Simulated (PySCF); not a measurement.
Aluminium: a sound run and one with changed settings

Sound run: Al [Ne] 3s2 3p1, Al⁺ [Ne] 3s2. All numbers are calculated (PySCF 2.14, the non-relativistic Hamiltonian (point nucleus), in pcseg-2 (5s4p2d1f, 34 functions)). In the sound run the correlated levels freeze [Ne]. The sound run starts from symmetry-adapted Hartree-Fock orbitals and uses a fine grid where one is needed.

Changed run: basis STO-3G. This setting is unsound on purpose.

| species | method | sound run (hartree) | changed run (hartree) | converged |
| --- | --- | --- | --- | --- |
| Al | UHF | -241.86934 | -238.85836 | yes |
| Al | BP86 | -242.38959 | -239.31940 | yes |
| Al | r2SCAN | -242.33268 | -239.28214 | yes |
| Al | MP2 | -241.90107 | -238.87253 | yes |
| Al | CCSD(T) | -241.91470 | -238.88392 | yes |
| Al⁺ | UHF | -241.66511 | -238.88005 | yes |
| Al⁺ | BP86 | -242.16360 | -239.30267 | yes |
| Al⁺ | r2SCAN | -242.10620 | -239.27029 | yes |
| Al⁺ | MP2 | -241.69218 | -238.90216 | yes |
| Al⁺ | CCSD(T) | -241.70401 | -238.91866 | yes |

Ionisation energy of Al:

```json
{"method": "UHF", "sound run (eV)": "5.557", "changed run (eV)": "-0.590"}
{"method": "BP86", "sound run (eV)": "6.149", "changed run (eV)": "0.455"}
{"method": "r2SCAN", "sound run (eV)": "6.163", "changed run (eV)": "0.323"}
{"method": "MP2", "sound run (eV)": "5.684", "changed run (eV)": "-0.806"}
{"method": "SCS-MP2", "sound run (eV)": "5.665", "changed run (eV)": "-0.849"}
{"method": "CCSD", "sound run (eV)": "5.714", "changed run (eV)": "-0.945"}
{"method": "CCSD(T)", "sound run (eV)": "5.733", "changed run (eV)": "-0.945"}
```

A minimal basis cannot let orbitals breathe on ionisation and holds almost no correlation. A negative ionisation energy or a positive MP2 energy shows that the occupation asked for is not the lowest one in this basis.

For comparison, NIST gives 5.986 eV between the lowest levels.
